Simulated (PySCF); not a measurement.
CH₂ + 2 HF → CH₄ + F₂

Level: PBE0 in the def2-TZVP basis family, all electrons, no relativity, computed in PySCF with density fitting; open shells unrestricted.

```csv
species,state and structure,E (Eh),ZPE (kJ/mol),H(298 K) − H(0) (kJ/mol),S° (J/(mol K))
CH₂,"triplet, C2v, C–H 1.079 Å (×2); H–C–H 134.8°",-39.11549,45.5,10.0,195.3
HF,"singlet, C∞v, H–F 0.920 Å",-100.39188,24.9,8.7,173.6
CH₄,"singlet, Td, C–H 1.090 Å (×4)",-40.47415,117.5,10.0,186.2
F₂,"singlet, D∞h, F–F 1.376 Å",-199.40856,6.6,8.7,201.9
```

Question: What is the electronic reaction energy?

Answer: At PBE0/def2-TZVP, ΔE = 43.4 kJ/mol from the differences of the total energies times 2625.5, uphill. 

Question: Add zero-point, thermal and entropy terms for 298.15 K and 1 bar.

Answer: ΔZPE = 28.8 and Δ[H(298) − H(0)] = -8.7 kJ/mol give ΔH° = 63.5 kJ/mol. ΔS° = -154.4 J/(mol K), so ΔG° = 63.5 − 298.15 × (-0.1544) = 110 kJ/mol and log₁₀K = -19.2.

Only the bonding shown was studied: isomers, or loss of a ligand pair, can lie lower.
